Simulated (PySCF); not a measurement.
Molecule: `Nc1cccs1`, C$_{4}$H$_{5}$NS.

Numbering as in the mapped SMILES `[NH2:1][c:2]1[cH:3][cH:4][cH:5][s:6]1` (H(Xn): hydrogen on atom n).

Geometry PBE0-D3(BJ)/def2-SVP throughout; GIAO in PySCF 2.14, gas phase, one conformer, non-relativistic; equivalent atoms averaged; functional PBE0.

(1) How do the shifts δ (against TMS, CS2 at the same level) depend on the basis set? (a selection of nuclei; ppm; last column core-seconds on shared hosts with different chips, so compare them loosely)

(2) Which nucleus among those listed moves most, in ppm?

(3) Taking the largest basis, pcSseg-2 (293 functions), as the yardstick, rank the others by their worst heavy-atom deviation.

Answers

(1) 
```
    basis set  functions     C2     C5     C4     C3     S6  H(C4)  H(C5)  H(C3)  H(N1)  core-s
       STO-3G         39  129.4  109.0  105.4   90.0   72.6   5.76   5.75   4.84   2.56     3.1
        6-31G         68  150.9  111.7  121.1   98.9  138.9   6.57   6.17   5.87   2.81       6
     pcSseg-0         68  166.1  124.7  135.2  109.3  153.2   6.39   5.87   5.57   2.69     4.8
       6-31G*         98  147.0  104.9  119.1   96.9  168.3   6.37   5.83   5.63   2.70     8.4
     def2-SVP        113  152.8  109.3  122.9   98.8  179.6   6.34   5.83   5.65   2.81       9
      cc-pVDZ        113  154.4  110.1  124.4  100.8  162.1   6.43   6.02   5.71   2.86     9.3
     pcSseg-1        134  160.4  114.7  131.2  106.5  183.4   6.62   6.12   6.01   3.19     7.9
  aug-cc-pVDZ        187  154.8  111.2  123.5  100.3  180.4   6.70   6.37   6.01   3.54      18
6-311+G(2d,p)        200  159.3  113.6  129.0  105.4  211.6   6.68   6.35   6.04   3.28      22
    def2-TZVP        222  161.6  113.5  130.9  106.2  215.6   6.73   6.31   6.03   3.23      26
      cc-pVTZ        254  160.2  113.5  130.3  105.5  184.7   6.64   6.29   5.95   3.35      30
     IGLO-III        269  164.6  116.9  133.4  109.1  218.9   6.65   6.31   6.01   3.42      31
     pcSseg-2        293  166.3  118.2  135.1  110.1  207.8   6.76   6.34   6.11   3.58      26
```

(2) S6 (aromatic ring sulfur): from 72.6 ppm with STO-3G to 218.9 ppm with IGLO-III. The smallest spread is 0.62 ppm, at H(C5). Proton shifts span only some 12 ppm, so a few tenths of a ppm matter as much there as several ppm in carbon.

(3) 6-311+G(2d,p) 7.0 ppm (200 functions), def2-TZVP 7.8 ppm (222 functions), IGLO-III 11.1 ppm (269 functions), cc-pVTZ 23.1 ppm (254 functions), pcSseg-1 24.4 ppm (134 functions), aug-cc-pVDZ 27.5 ppm (187 functions), def2-SVP 28.2 ppm (113 functions), 6-31G* 39.5 ppm (98 functions), cc-pVDZ 45.8 ppm (113 functions), pcSseg-0 54.6 ppm (68 functions), 6-31G 69.0 ppm (68 functions), STO-3G 135.2 ppm (39 functions).

A small basis that lands close on one nucleus may do so by chance; judge by the trend and by all nuclei.
